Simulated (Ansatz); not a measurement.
# Relaxing silicon (diamond)

These are results of Ansatz, DFT, PBEsol, plane waves (420 eV) with PAW, scalar-relativistic, not measurements. The PAW files were generated under PBE, with cores re-solved for the functional.

k-point mesh 6×6×6, Fermi-Dirac smearing 0.05 eV, no spin polarisation. Cell and atoms relax.

Starting structure:

```
Si
1.0
     0.00000    2.71535    2.71535
     2.71535    0.00000    2.71535
     2.71535    2.71535    0.00000
Si
2
Direct
  0.50000 0.50000 0.50000
  0.75000 0.75000 0.75000
```

Task: What cell does the relaxation end in?

Result: Fd-3m with a = 5.435 Å; 20.07 Å³ per atom against 20.02 at the start (0.2 %).

Task: How much energy does the relaxation gain?

Result: 0.0 meV per atom.
